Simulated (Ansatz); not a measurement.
Relaxation of BFH$_{3}$O (6 atoms, charge 0, multiplicity 2), to a largest force component of 0.03 eV/Å in at most 50 steps.

Theory: UKS PBE0/6-31G* in Ansatz 0.2.0.

```xyz
6
Properties=species:S:1:pos:R:3:forces:R:3
B -0.001 -0.010 -0.095 0.00 0.08 -0.02
F -0.008 -0.079 1.227 -0.03 -0.06 -0.24
H 1.058 0.056 -0.648 0.03 -0.02 0.01
H -1.056 -0.007 -0.663 -0.02 -0.03 0.03
O 0.051 -0.018 3.664 0.06 0.07 0.27
H -0.558 -0.744 3.432 -0.05 -0.04 -0.05
```

**Question.** Where does it end, and by what steps?

**Answer.** It converged. After 10 steps the energy has fallen by 0.108 eV; H6 moved furthest, 0.63 Å.

```json
{"step": "0", "energy less start (eV)": "0.0000", "largest force component (eV/Å)": "0.271", "accepted": "yes"}
{"step": "1", "energy less start (eV)": "-0.0095", "largest force component (eV/Å)": "0.729", "accepted": "yes"}
{"step": "2", "energy less start (eV)": "-0.0303", "largest force component (eV/Å)": "1.135", "accepted": "yes"}
{"step": "3", "energy less start (eV)": "-0.0496", "largest force component (eV/Å)": "0.499", "accepted": "yes"}
{"step": "4", "energy less start (eV)": "-0.0714", "largest force component (eV/Å)": "0.475", "accepted": "yes"}
{"step": "5", "energy less start (eV)": "-0.0749", "largest force component (eV/Å)": "1.047", "accepted": "yes"}
{"step": "6", "energy less start (eV)": "-0.0676", "largest force component (eV/Å)": "1.616", "accepted": "no"}
{"step": "7", "energy less start (eV)": "-0.0965", "largest force component (eV/Å)": "0.443", "accepted": "yes"}
{"step": "8", "energy less start (eV)": "-0.1063", "largest force component (eV/Å)": "0.101", "accepted": "yes"}
{"step": "9", "energy less start (eV)": "-0.1066", "largest force component (eV/Å)": "0.060", "accepted": "yes"}
{"step": "10", "energy less start (eV)": "-0.1081", "largest force component (eV/Å)": "0.005", "accepted": "yes"}
```

```xyz
6
Properties=species:S:1:pos:R:3
B -0.032 -0.062 -0.126
F -0.046 -0.590 1.094
H 1.034 0.207 -0.597
H -1.086 0.103 -0.667
O -0.210 -0.109 4.081
H -0.175 -0.349 3.133
```

Whether the end is a true minimum wasn't checked by a vibrational analysis.

Time of the run: 37 s on 1 thread of Intel(R) Xeon(R) 6975P-C (Granite Rapids), with other jobs on the host, peak memory 0.15 GiB.
